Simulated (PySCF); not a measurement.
Species: sulfuryl chloride fluoride, ClFO2S.
SMILES with atom numbers: `[O:1]=[S:2](=[O:3])([F:4])[Cl:5]`

Cartesian coordinates in Å at the GFN2-xTB level; atoms count from 1:
```xyz
5
ClFO2S angstrom
O     -0.5176   -0.9514   -1.0750
S     -0.1471   -0.1548    0.0272
O     -0.5766   -0.4206    1.3432
F     -0.5967    1.3688   -0.3177
Cl     1.8466    0.1608    0.0052
```

Theory: delta-SCF UKS SCAN, pcX-2 on the ionised atom, pcseg-1 elsewhere, spin-free X2C (PySCF). Each 1s hole has a ground state of its own, since the core basis sits on the ionised atom alone.

| ionised atom | basis functions | E(ground) (Eh) | E(ionised) (Eh) |
| --- | --- | --- | --- |
| O1 | 109 | -1111.00843 | -1091.16011 |
| F4 | 109 | -1111.02554 | -1085.51880 |
| S2 | 120 | -1111.17464 | -1019.81420 |
| Cl5 | 120 | -1111.15049 | -1007.13104 |

**Question.** What are the 1s binding energies?

**Answer.** E(ionised) − E(ground), at 27.2114 eV a hartree:

```csv
atom,environment,difference (Eh),binding energy (eV)
O1,sulfonyl oxygen,19.84832,540.10
F4,sulfur-bound fluorine,25.50674,694.07
S2,sulfonyl sulfur,91.36044,2486.04
Cl5,chlorine bonded to S,104.01945,2830.51
```

**Question.** How much do the ground-state energies differ, and what would follow from using one of them for all holes?

**Answer.** They run from -1111.1746 Eh (core basis on S2) to -1111.0084 Eh (on O1), 0.1662 Eh or 4.52 eV apart, though the state is the same; only basis and grid differ. Pairing the ion of O1 with the ground state of S2 would put its binding energy 4.52 eV too high.

Only 1s holes are shown. The first atom of each set that the bonding makes equivalent was ionised and stands for the set. Isolated species at its GFN2-xTB geometry, gas phase.
